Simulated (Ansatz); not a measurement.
# Si₂H₄O: vertical ionisation energy

The task here is to estimate one member of a computed series from the others.

Program: Ansatz 0.2.0, Gaussian basis. Level of theory: unrestricted cation, the program's frozen cores in correlated methods. These are calculated values, not measurements.

Plan: UKS PBE-D4/def2-TZVPP; UKS r2SCAN-D4/def2-TZVPP; UKS PBE0-D4/def2-TZVPP; UKS B3LYP-D4/def2-TZVPP; UKS wB97X-V/def2-TZVPP; UKS wB97M-V/def2-TZVPP; UKS B2PLYP/def2-TZVPP; UHF-CCSD(T)/def2-TZVPP; UHF-MP2/def2-QZVPP; extrapolation to the limit; then −ε(HOMO) from the neutral's earlier runs with LDA (SPW92), PBE-D4, revPBE-D4, BLYP-D4, r2SCAN-D4, B97M-V, PBE0-D4, B3LYP-D4, r2SCANh-D4, r2SCAN0-D4, HSE06-D4, BHLYP-D4, CAM-B3LYP-D4, LC-ωPBE, ωB97X-V, ωB97M-V.

**The relaxed structure**

The geometry comes from an earlier relaxation with PBE0-D4 in a triple-zeta def2 set; it is a stationary point, not always the lowest conformer.

7 atoms, charge 0, spin multiplicity 1.

Atoms are counted from 1 here; the program's logs count them from 0.

Bond lengths: O1–Si2 1.645 Å, O1–Si3 1.652 Å, Si2–H5 1.549 Å, Si3–H4 1.486 Å, Si3–H6 1.483 Å, Si3–H7 1.483 Å. Angles: Si2–O1–Si3 142.2°, O1–Si2–H5 97.6°, O1–Si3–H4 109.8°, O1–Si3–H6 108.5°, O1–Si3–H7 108.5°, H4–Si3–H6 110.1°, H4–Si3–H7 110.1°, H6–Si3–H7 109.7°.

Set-up of the first run:

Input file in.yaml:

```yaml
crystal:
  periodic: [false, false, false]
  atoms:
    - {symbol: O, position_ang: [-0.878991, -0.031078, 0.472831]}
    - {symbol: Si, position_ang: [-2.183016, 0.102050, -0.521867]}
    - {symbol: Si, position_ang: [0.772163, -0.075863, 0.462228]}
    - {symbol: H, position_ang: [1.269954, 0.036045, -0.933225]}
    - {symbol: H, position_ang: [-1.410879, 0.206120, -1.861207]}
    - {symbol: H, position_ang: [1.279510, 1.054919, 1.276713]}
    - {symbol: H, position_ang: [1.212460, -1.360194, 1.058927]}
basis:
  gaussian: {orbitals: def2-TZVPP}
total_charge: 1
magnetization: {spin_polarized: true, initial_magnetization: 1}
hamiltonian: {xc: pbe, dispersion: d4}
```

On the command line:

```sh
ansatz run in.yaml --threads 2 --pin off --events-out ev --progress --plain --max-ram 4352MiB
```

Steps of the session up to this table: Cation, UKS PBE-D4/def2-TZVPP; Cation, UKS r2SCAN-D4/def2-TZVPP; Cation, UKS PBE0-D4/def2-TZVPP; Cation, UKS B3LYP-D4/def2-TZVPP; Cation, UKS wB97X-V/def2-TZVPP; Cation, UKS wB97M-V/def2-TZVPP; Cation, UKS B2PLYP (frozen core)/def2-TZVPP; Cation, UHF-CCSD(T)/def2-TZVPP; Cation, UHF-MP2/def2-QZVPP.

One of the session's tables, all rows but one given; the rest of the session is left out.

For comparison, −ε(HOMO) of the neutral from earlier runs:

```
  functional  −ε(HOMO) (eV)
 LDA (SPW92)           5.53
      PBE-D4           5.47
   revPBE-D4           5.45
     BLYP-D4           5.37
   r2SCAN-D4           5.68
      B97M-V              ?
     PBE0-D4           6.56
    B3LYP-D4           6.39
  r2SCANh-D4           6.08
  r2SCAN0-D4           6.69
    HSE06-D4           6.16
    BHLYP-D4           7.55
CAM-B3LYP-D4           7.86
     LC-ωPBE           9.15
     ωB97X-V           8.84
     ωB97M-V           8.67
```

Estimate the missing values for B97M-V.

The run gave: −ε(HOMO) (eV): 5.81. In the column «−ε(HOMO) (eV)» it lies between r2SCAN-D4 (5.68) and r2SCANh-D4 (6.08).
